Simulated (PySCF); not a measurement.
## Electronic absorption of C5H11N

C5H11N.
SMILES: `CC(C)=CCN`

Method: TDDFT B3LYP/def2-SVPD, vertical, gas phase, core orbitals frozen in the response in PySCF 2.14.0, density-fitted response routines. The structure is a single GFN2-xTB conformer in the gas phase; no vibrational or solvent corrections. Torsions of this conformer, `[CH3:1][C:2]([CH3:3])=[CH:4][CH2:5][NH2:6]`: C2–C4–C5–N6 170°, H–N6–C5–C4 -63°, H–N6–C5–C4 179°.

| state | E (eV) | λ (nm) | ν̃ (cm⁻¹) | f | main configurations (H = HOMO, L = LUMO) |
| --- | --- | --- | --- | --- | --- |
| S1 | 5.82 | 212.9 | 46970 | 0.017 | H→L (48%), H→L+1 (35%), H-1→L (8%) |
| S2 | 6.00 | 206.7 | 48380 | 0.016 | H→L+1 (56%), H-1→L (26%), H→L (15%) |
| S3 | 6.24 | 198.8 | 50310 | 0.0069 | H→L+2 (54%), H-1→L+1 (32%) |
| S4 | 6.47 | 191.6 | 52180 | 0.025 | H-1→L (32%), H→L+2 (27%), H-1→L+1 (22%) |
| S5 | 6.71 | 184.7 | 54140 | 0.051 | H→L+3 (80%) |
| S6 | 6.81 | 182.1 | 54900 | 0.101 | H-1→L+2 (42%), H-1→L+1 (39%), H→L (8%) |
| S7 | 7.02 | 176.5 | 56650 | 0.258 | H-1→L+2 (32%), H-1→L (18%), H→L+3 (14%) |
| S8 | 7.22 | 171.8 | 58220 | 0.022 | H-1→L+3 (74%), H→L+4 (9%) |

Triplets, Tamm–Dancoff:

```
state  E (eV)  λ (nm)  main configurations (H = HOMO, L = LUMO)
   T1    4.29   289.0       H→L (58%), H-1→L (17%), H→L+1 (12%)
   T2    5.65   219.3       H→L+1 (32%), H→L (29%), H-1→L (17%)
   T3    5.93   209.1                  H→L+1 (51%), H-1→L (38%)
```

The lowest singlet comes at 213 nm (562 kJ/mol) in the ultraviolet; it is weak; its leading configuration is HOMO→LUMO (48%). The most intense listed level is S7 at 7.02 eV (177 nm, f = 0.258), 1.20 eV above S1. Löwdin shares by element: HOMO carbon 52% or more, nitrogen 21% (atoms not listed hold the other 27%); LUMO carbon 55% or more, hydrogen 6% or more (atoms not listed hold the other 40%). Orbital energies (eV): HOMO-3 -9.89, HOMO-2 -9.02, HOMO-1 -6.83, HOMO -6.32, LUMO 0.36, LUMO+1 0.45, LUMO+2 0.86. Of the 8 states listed, 7 reach f = 0.01 and none stays under 0.0005. The oscillator strengths of these states sum to 0.497; summed over the whole spectrum of an exact calculation they would give the number of electrons, 48 (Thomas–Reiche–Kuhn). The window holds the lowest 8 singlets.

The run took 28 s on one thread, Arm Neoverse V1 (aarch64), no GPU (shared host), and the process peaked at 0.81 GiB of memory.
